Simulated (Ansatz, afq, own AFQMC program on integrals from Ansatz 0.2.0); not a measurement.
**VH₄, quartet: a scan with AFQMC**

```yaml
atoms:
  - { symbol: V, position_ang: [0.0000, 0.0000, 0.0000] }
  - { symbol: H, position_ang: [0.9778, 0.9809, 1.0155] }
  - { symbol: H, position_ang: [-0.9818, -0.9756, 1.0169] }
  - { symbol: H, position_ang: [-0.9762, 0.9771, -1.0207] }
  - { symbol: H, position_ang: [0.9802, -0.9825, -1.0117] }
```

The V1–H4 distance is changed with both sides rigid. Energies in eV count from this geometry (1.717 Å) at the same level; the start stands on UHF, each point on the determinant named.

Basis def2-TZVP. Only valence electrons are correlated. Integrals, coupled cluster, full CI and functionals: Ansatz 0.2.0; the random walks run on the same integrals in our own AFQMC program. The CISD trial takes its coefficients from CCSD amplitudes. Released means that phaseless walkers are propagated on without the constraint, phases kept. Uncertainties: one standard error, sampling alone. The metal's outer-core s and p shells are frozen, which shifts wave-function levels against functionals.

Cautions, each for one point or more: CCSDT(Q) on the ROHF determinant differs, by its state or its frozen core; higher spins were not checked; lower spins were not checked; no relativity below Rb; outer-core shells of the metal frozen; strong correlation; the ph-AFQMC/CISD walk drifts between its halves; unrestricted determinant slightly spin contaminated.

```tsv
r(V1–H4) / Å	det.	T1	weight	⟨S²⟩	CCSD(T)	ph-AFQMC/CISD	CCSDT(Q)	B3LYP	r2SCAN
1.524	UHF	0.064	0.84	3.81	0.141	0.143 ± 0.005	0.147	0.144	0.147
1.890	UHF‡	0.057	0.85	3.82	-0.206	-0.194 ± 0.007	-0.187	-0.006	-0.008
2.427	UHF	0.052	0.86	3.82	-0.280	-0.243 ± 0.006	-0.243	0.077	0.070
3.180	UHF	0.051	0.86	3.83	-0.200	-0.163 ± 0.007	-0.159	0.192	0.222
4.652	UHF	0.050	0.86	3.83	-0.175	-0.130 ± 0.005	-0.134	0.226	0.278
```

Weight is that of the determinant in the CISD state; at the start T1 is 0.063 and the weight 0.83, and ⟨S²⟩ is 3.82. A double dagger marks points where the walks on two determinants ended up to 0.080 eV apart; the lower is shown. Symmetry can't show for every point that it stays on the start's state. Largest departures from phaseless AFQMC with a CISD trial: CCSD(T) -0.045 eV at 4.652 (on UHF), CCSDT(Q) 0.007 eV at 1.890 (on UHF) (within the noise). The walk's constraint bias lies outside its error bars, so these are departures and not errors. The functionals aren't scored here. In total energy ph-AFQMC/CISD lies 60 ± 4 meV above CCSDT(Q) at the start, so its agreement along the curve rests in part on cancellation.

Some points may be missing: those where a free walk finds a much lower state, and past Zn most of those on another determinant than at the start.

CCSDT and higher add their correlation energy to the determinant of the CCSD(T) run, since their own runs factorise the integrals more tightly (a shift of under 2 meV). A walk keeps the symmetry of its determinant, which the program's search chose and which needn't be the lowest solution, so a lower state of the same spin and another symmetry isn't excluded.
